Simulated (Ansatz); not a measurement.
# SiPH4 (SMILES [SiH2]P): UBHLYP/STO-3G

What is the vertical electron affinity of SiPH4 at UBHLYP/STO-3G? 

Program for the calculation: Ansatz 0.2.0.

47 further runs of the same task are left out: 47 set aside as unsound or not needed.

### Step 1. The molecule

SiPH4: 6 atoms, total charge 0, spin state doublet. As SMILES, `[SiH2]P`. Geometry: relaxed at GFN2-xTB. This is one conformer, not always the lowest.

Bond lengths: Si1–P2 2.220 Å, Si1–H3 1.467 Å, Si1–H4 1.466 Å, P2–H5 1.384 Å, P2–H6 1.384 Å. Angles: Si1–P2–H5 96.4°, Si1–P2–H6 96.4°, P2–Si1–H3 109.7°, P2–Si1–H4 109.7°, H5–P2–H6 92.6°, H3–Si1–H4 109.1°.

### Step 2. The energy at UBHLYP/STO-3G

Contents of molecule.yaml:

```yaml
crystal:
  periodic: [false, false, false]
  atoms:
    - symbol: Si
      position_ang: [0.127020, -0.986120, -0.104660]
    - symbol: P
      position_ang: [-0.338670, 1.170000, 0.142220]
    - symbol: H
      position_ang: [-0.300620, -1.724700, 1.087920]
    - symbol: H
      position_ang: [-0.579260, -1.514310, -1.276300]
    - symbol: H
      position_ang: [0.434680, 1.617150, -0.915300]
    - symbol: H
      position_ang: [0.656850, 1.437980, 1.066130]
basis:
  gaussian:
    orbitals: STO-3G
total_charge: 0
magnetization:
  spin_polarized: true
  initial_magnetization: 1
hamiltonian:
  xc: {name: BHLYP}
accuracy: high
```

Launch:

```
$ ansatz run molecule.yaml --threads 1 --pin off --max-ram 2610MiB --events-out events.jsonl --progress --plain --runs-dir runs
```

What it wrote:

```text
Warning: RAYON_NUM_THREADS=1 ignored (pool sized by the plan → 1); use --threads N
Functional definition: BHLYP
  name "BHLYP"
  parameter a = 0.5
  exchange = (1 - a)*b88_x + a*exact_x
  correlation = lyp_c
391 factors; integrals over basis functions are off by at most 2.7e-9 eV
mean field evaluation 1: about -17032.9057 eV, gradient 5.2e0 eV
mean field evaluation 2: about -17033.2090 eV, gradient 1.5e0 eV
mean field evaluation 4: about -17033.2405 eV, gradient 1.2e-1 eV
mean field evaluation 8: about -17033.2267 eV, gradient 4.3e-3 eV
mean field evaluation 16: about -17033.2267 eV, gradient 1.8e-7 eV
mean field -17033.22668964 eV, -625.9595353084 hartree, gradient 5.3e-8 eV, S^2 0.751165; 0 other end points of the search recorded, 0 dependent functions left out
reference -17033.22670896 eV, -625.9595360186 hartree; 17, 16 occupied and 5, 6 virtual orbitals, 391 factors
Total energy: -17033.22670896 eV, -625.9595360186 hartree
```

Wall time 1.5 s (1 thread of AMD EPYC 9R14 (Zen 4), shared host); peak memory 0.15 GiB.

### Step 3. The singlet anion, same level

Contents of run.yaml:

```yaml
crystal:
  periodic: [false, false, false]
  atoms:
    - {symbol: Si, position_ang: [0.127020, -0.986120, -0.104660]}
    - {symbol: P, position_ang: [-0.338670, 1.170000, 0.142220]}
    - {symbol: H, position_ang: [-0.300620, -1.724700, 1.087920]}
    - {symbol: H, position_ang: [-0.579260, -1.514310, -1.276300]}
    - {symbol: H, position_ang: [0.434680, 1.617150, -0.915300]}
    - {symbol: H, position_ang: [0.656850, 1.437980, 1.066130]}
basis:
  gaussian: {orbitals: STO-3G}
total_charge: -1
hamiltonian: {xc: {name: BHLYP}}
accuracy: high
```

Launch:

```
$ ansatz run run.yaml --threads 1 --pin off --max-ram 2610MiB --events-out events.jsonl --progress --plain --runs-dir runs
```

What it wrote:

```text
Warning: RAYON_NUM_THREADS=1 ignored (pool sized by the plan → 1); use --threads N
Functional definition: BHLYP
  name "BHLYP"
  parameter a = 0.5
  exchange = (1 - a)*b88_x + a*exact_x
  correlation = lyp_c
391 factors; integrals over basis functions are off by at most 2.7e-9 eV
mean field evaluation 1: about -17028.2252 eV, gradient 1.0e1 eV
mean field evaluation 2: about -17028.7421 eV, gradient 3.9e0 eV
mean field evaluation 4: about -17028.8067 eV, gradient 9.3e-2 eV
mean field evaluation 8: about -17028.8037 eV, gradient 2.8e-4 eV
mean field -17028.80373142 eV, -625.7969945921 hartree, gradient 4.9e-8 eV, S^2 0.000000; 0 other end points of the search recorded, 0 dependent functions left out
reference -17028.80375113 eV, -625.7969953164 hartree; 17, 17 occupied and 5, 5 virtual orbitals, 391 factors
Total energy: -17028.80375113 eV, -625.7969953164 hartree
```

Wall time 0.85 s (1 thread of AMD EPYC 9R14 (Zen 4), shared host).

### Step 4. Outcome

At UBHLYP/STO-3G:

| quantity | value |
| --- | --- |
| doublet SiPH4: total energy | -625.95954 Eh |
| doublet SiPH4: ⟨S²⟩ | 0.751 |
| singlet anion: total energy | -625.79700 Eh |
| vertical electron affinity (to the singlet anion) | -4.423 eV |

**Reading.** The anion lies 4.42 eV (102 kcal/mol) above the neutral: the electron isn't bound at this level, and such a value depends on the basis. Without diffuse functions anions come out too high. In a minimal basis such a difference can be off by several eV, whatever the method.
